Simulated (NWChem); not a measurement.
# triplet H2S at 5 levels

We compute a comparison of 5 runs (U-wB97X/aug-cc-pVTZ, UM06-2X/aug-cc-pVTZ, UB2PLYP/aug-cc-pVTZ, UBHLYP/aug-cc-pVTZ, UCAM-B3LYP/aug-cc-pVTZ) of triplet H2S. 

Program for the calculation: NWChem 7.3.0.

**1. The structure to begin with**

H2S has 3 atoms, charge 0, and is taken as a triplet. As SMILES of the parent species, `S`. The shape is that of a PBE0-D4/def2-TZVP optimisation. That shape belongs to the parent species and isn't relaxed for this state.

Bond lengths: S1–H2 1.341 Å, S1–H3 1.341 Å. Angles: H2–S1–H3 92.3°.

**2. A single-point energy at U-wB97X/aug-cc-pVTZ (run 1)**

calc.xyz

```xyz
3
H2S wB97X
S      0.495500    -0.280600     0.243900
H      0.097900     0.997700     0.162400
H     -0.593400    -0.717100    -0.406300
```

run.py

```python
from ase.io import read
from ase.calculators.nwchem import NWChem

system = read('calc.xyz')

calc = NWChem(
    label='calc',
    theory='dft',
    memory='2200 mb',
    basis='aug-cc-pVTZ',
    basispar='spherical bse',
    dft={'xc': 'wb97x', 'mult': '3', 'grid': 'fine', 'convergence': 'energy 1e-08', 'iterations': '100', 'mulliken': None, 'print': 'low'},
    task='energy',
)
system.calc = calc

print(f"energy = {system.get_potential_energy():.6f} eV")
```

Launch:

```console
$ export ASE_NWCHEM_COMMAND="nwchem PREFIX.nwi > PREFIX.nwo"
$ python run.py
```

The log of the run:

```text
energy = -10862.334744 eV
```

The calculator wrote calc.nwi:

```
title "calc"

permanent_dir calc

scratch_dir calc

start calc

geometry units angstrom nocenter noautosym noautoz
  S  4.9550000000000000e-01 -2.8060000000000002e-01 2.4390000000000001e-01
  H  9.7900000000000001e-02 9.9770000000000003e-01 1.6239999999999999e-01
  H  -5.9340000000000004e-01 -7.1709999999999996e-01 -4.0629999999999999e-01
end

memory 2200 mb

basis spherical bse noprint
   * library aug-cc-pVTZ
end

dft
  xc wb97x
  mult 3
  grid fine
  convergence energy 1e-08
  iterations 100
  mulliken
  print low
end

task dft energy
```

calc.nwo, cut to the lines that bear on the results:

```text
[...]
         Total DFT energy =     -399.183442320740
      One electron energy =     -574.527257728034
           Coulomb energy =      188.713853105444
    Exchange-Corr. energy =      -26.269118111372
 Nuclear repulsion energy =       12.899080413221
[... 25 lines left out ...]
     -------------------------------------------
      Total Density - Lowdin Population Analysis
[...]
      <S2> =      2.0042 (Exact =     2.0000)
[...]
```

Run time: 2.1 min. Hardware: 1 thread of Intel Xeon Platinum 8259CL at 2.50GHz (Skylake/Cascade Lake), shared host; peak memory 0.11 GiB.

**3. The energy at UM06-2X/aug-cc-pVTZ (run 2)**

h2s.nw

```
start h2s
memory 2200 mb
geometry noautosym nocenter noautoz
 S     0.495500   -0.280600    0.243900
 H     0.097900    0.997700    0.162400
 H    -0.593400   -0.717100   -0.406300
end
basis spherical bse
 * library aug-cc-pVTZ
end
dft
 xc m06-2x
 mult 3
 grid fine
 convergence energy 1e-08
 iterations 100
 mulliken
 print low
end
task dft energy
```

Launch:

```console
$ nwchem h2s.nw > h2s.out
```

The log of the run:

```text
[...]
 d= 0,ls=0.0,diis     1   -399.0894099455 -4.12D+02  1.12D-01  1.12D-01     5.9
[...]
 d= 0,ls=0.0,diis    13   -399.1658318982 -5.18D-09  5.32D-06  5.84D-10    61.0
[...]
         Total DFT energy =     -399.165831898172
      One electron energy =     -574.599986271580
           Coulomb energy =      188.798359339189
    Exchange-Corr. energy =      -26.263285379002
 Nuclear repulsion energy =       12.899080413221
[...]
      Total Density - Mulliken Population Analysis
     ---------------------------------------------
    Atom       Charge   Shell Charges
 -----------   ------   -------------------------------------------------------
    1 S   16    15.63   2.00  1.81  0.25  1.27  0.50 -0.07  5.82  0.84  2.21  0.86 -0.02  0.04  0.07  0.05  0.01  0.00
    2 H    1     1.18   0.24  0.39  0.27  0.22  0.01  0.03  0.01  0.00  0.01
    3 H    1     1.19   0.24  0.39  0.27  0.22  0.01  0.03  0.02  0.00  0.01
[...]
      <S2> =      2.0039 (Exact =     2.0000)
[...]
```

It took 62 s on 1 thread of Intel Xeon Platinum 8259CL at 2.50GHz (Skylake/Cascade Lake), shared host; peak memory 0.11 GiB.

Runs 3 to 4 aren't shown in full; the table further down has their settings and results.

**4. A single-point energy at UCAM-B3LYP/aug-cc-pVTZ (run 5)**

run.py

```python
from ase import Atoms
from ase.calculators.nwchem import NWChem

mol = Atoms(['S', 'H', 'H'], positions=[
    [0.495500, -0.280600, 0.243900],
    [0.097900, 0.997700, 0.162400],
    [-0.593400, -0.717100, -0.406300],
])

calc = NWChem(
    label='a',
    theory='dft',
    memory='2200 mb',
    basis='aug-cc-pVTZ',
    basispar='spherical bse',
    dft={'xc': 'xcamb88 1.00 lyp 0.81 vwn_5 0.19 hfexch 1.00', 'cam': '0.33 cam_alpha 0.19 cam_beta 0.46', 'mult': '3', 'grid': 'fine', 'convergence': 'energy 1e-08', 'direct': None, 'iterations': '100', 'mulliken': None},
    task='energy',
)
mol.calc = calc

e = mol.get_potential_energy()
print(f"E = {e:.6f} eV")
```

Launch:

```console
$ export ASE_NWCHEM_COMMAND="nwchem PREFIX.nwi > PREFIX.nwo"
$ python run.py
```

The log of the run:

```text
E = -10862.993871 eV
```

The calculator wrote a.nwi:

```
title "a"

permanent_dir a

scratch_dir a

start a

geometry units angstrom nocenter noautosym noautoz
  S  4.9550000000000000e-01 -2.8060000000000002e-01 2.4390000000000001e-01
  H  9.7900000000000001e-02 9.9770000000000003e-01 1.6239999999999999e-01
  H  -5.9340000000000004e-01 -7.1709999999999996e-01 -4.0629999999999999e-01
end

memory 2200 mb

basis spherical bse noprint
   * library aug-cc-pVTZ
end

dft
  xc xcamb88 1.00 lyp 0.81 vwn_5 0.19 hfexch 1.00
  cam 0.33 cam_alpha 0.19 cam_beta 0.46
  mult 3
  grid fine
  convergence energy 1e-08
  direct
  iterations 100
  mulliken
end

task dft energy
```

a.nwo:

```text
Northwest Computational Chemistry Package (NWChem) 7.3.0
             --------------------------------------------------------

           Job information
           ---------------

    nwchem branch   = 7.3.0
    use scalapack   = T
    input           = a.nwi
    prefix          = a.
    data base       = a/a.db
    status          = startup
    nproc           =        1

           Memory information
           ------------------

    heap     =     72089598 doubles =      550.0 Mbytes
    stack    =     72089595 doubles =      550.0 Mbytes
    global   =    144179200 doubles =     1100.0 Mbytes (distinct from heap & stack)
    total    =    288358393 doubles =     2200.0 Mbytes
    verify   = yes
    hardfail = no

           Directory information
           ---------------------

  0 permanent = a
  0 scratch   = a

                                NWChem Input Module
                                -------------------

                                         a
                                         -

[... 22 lines left out ...]
            Nuclear Dipole moment (a.u.)
[... 51 lines left out ...]
  convergence criterion.
[... 17 lines left out ...]
          Convergence on density requested:  1.00D-05
[... 27 lines left out ...]
          Spatial weights used:  Erf1
[... 3 lines left out ...]
          Convergence aids based upon iterative change in
[... 78 lines left out ...]
         Total DFT energy =     -399.207664815483
[... 1 line left out ...]
           Coulomb energy =      188.691313214815
[... 1 line left out ...]
 Nuclear repulsion energy =       12.899080413221
[... 685 lines left out ...]
                     DFT Final Beta Molecular Orbital Analysis
[... 753 lines left out ...]
   alpha     81     82     83     84     85     86     87     88     89     90
    beta     81     82     83     84     85     86     87     88     89     90
 overlap   1.000  1.000  1.000  1.000  0.999  1.000  1.000  0.999  1.000  1.000

   alpha     91     92     93     94     95     96
    beta     91     92     93     94     95     96
 overlap   1.000  1.000  1.000  1.000  1.000  1.000

     --------------------------
     Expectation value of S2:
     --------------------------
      <S2> =      2.0040 (Exact =     2.0000)

 center of mass
 --------------
 x =   0.85306271 y =  -0.48308657 z =   0.41990312

 moments of inertia (a.u.)
 ------------------
           7.979350348616          -0.014965229051          -2.548654900819
          -0.014965229051           6.088775717937          -0.712226515021
          -2.548654900819          -0.712226515021          11.091554178383

     Multipole analysis of the density
     ---------------------------------

     L   x y z        total         alpha         beta         nuclear
     -   - - -        -----         -----         ----         -------
     0   0 0 0     -0.000000    -10.000000     -8.000000     18.000000

     1   1 0 0      0.402583     -7.144797     -6.498009     14.045388
[... 8 lines of this table left out ...]
     2   0 0 2    -14.126664    -13.234418     -4.974862      4.082615

 Task  times  cpu:      114.4s     wall:      114.4s
 Total times  cpu:      114.4s     wall:      114.4s
```

It took 1.9 min on 1 thread of Intel Xeon Platinum 8259CL at 2.50GHz (Skylake/Cascade Lake), shared host; peak memory 0.11 GiB.

**5. Overview of the runs**

```csv
run,level,frozen core orbitals,energy (Eh),⟨S²⟩,wall time
1,U-wB97X/aug-cc-pVTZ,–,-399.183442,2.004,2.1 min
2,UM06-2X/aug-cc-pVTZ,–,-399.165832,2.004,62 s
3,UB2PLYP/aug-cc-pVTZ,5,-399.070037,2.007,51 s
4,UBHLYP/aug-cc-pVTZ,–,-399.196593,2.006,41 s
5,UCAM-B3LYP/aug-cc-pVTZ,–,-399.207665,2.004,1.9 min
```

**6. Summary of results**

```
                                 quantity          value
                      run 5: total energy  -399.20766 Eh
                     run 5: dipole moment         1.28 D
run 5: HOMO energy (highest over α and β)       -3.77 eV
                              run 5: ⟨S²⟩          2.004
```

Over runs 3, 4, 5 the dipole moment (its size) runs from 1.26 D (UBHLYP/aug-cc-pVTZ) to 1.33 D (UB2PLYP/aug-cc-pVTZ). A double hybrid's value is that of its SCF part. Totals of different functionals can't be ranked against each other. All runs together took 6.6 min, the longest 2.1 min.
